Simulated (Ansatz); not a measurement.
Name a neutral molecule of C, N, O, S and H with HOMO–LUMO gap (ωB97M-V/def2-TZVPP) between 11.05 and 11.35 eV and LUMO energy (PBE0/def2-TZVPP) between -0.20 and 0.10 eV (Ansatz, PBE0-D4/def2-TZVP geometry).

`SC1NCO1` (11.19 eV, 0.04 eV). Other molecules can fit too; these were computed, each in one conformer that needn't be the lowest.
